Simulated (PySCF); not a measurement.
Q: What does the PBE0-D3(BJ)/def2-SVP structure of InChI=1S/C6H8/c1-2-3-6-4-5-6/h2,4H,1,3,5H2 look like in three dimensions?

A: 
```xyz
14
C6H8 angstrom
C      2.5802    0.0659    0.2961
C      1.4427   -0.0279   -0.3912
C      0.2410   -0.8101    0.0432
C     -0.9793    0.0120    0.1702
C     -1.5971    1.1525    0.1107
C     -2.4427   -0.0274    0.4942
H      2.7107   -0.4452    1.2558
H      3.4238    0.6552   -0.0726
H      1.3436    0.5044   -1.3451
H      0.0282   -1.6186   -0.6821
H      0.4322   -1.3223    1.0025
H     -1.5871    2.2230   -0.0741
H     -3.1557   -0.4552   -0.2310
H     -2.7670   -0.1569    1.5404
```

Any rigid rotation of these coordinates is as good. Atoms count from 1 in this order. Of the pairs four or more bonds apart, H7···H11 is among the closest relative to their van der Waals radii: 2.45 Å, 102 % of the sum of Bondi's values. The 6 C–C bonds span 1.298 Å (C4=C5, drawn double) to 1.501 Å (C5–C6, drawn single), a spread of 0.203 Å. The 3-membered ring C4–C5–C6 has internal angles of 51.3° to 64.4°.

Bonds between heavy atoms (Å): C1=C2 1.332, C2–C3 1.498, C3–C4 1.477, C4=C5 1.298, C5–C6 1.501, C4–C6 1.499.

Theory: PBE0-D3(BJ)/def2-SVP geometry optimisation, gas phase in PySCF.

Point group: C1 (no symmetry element, even within 0.4 Å). No frequency check. One conformer, not necessarily the lowest (C1–C2–C3–C4 122°, C2–C3–C4–C5 -1°).
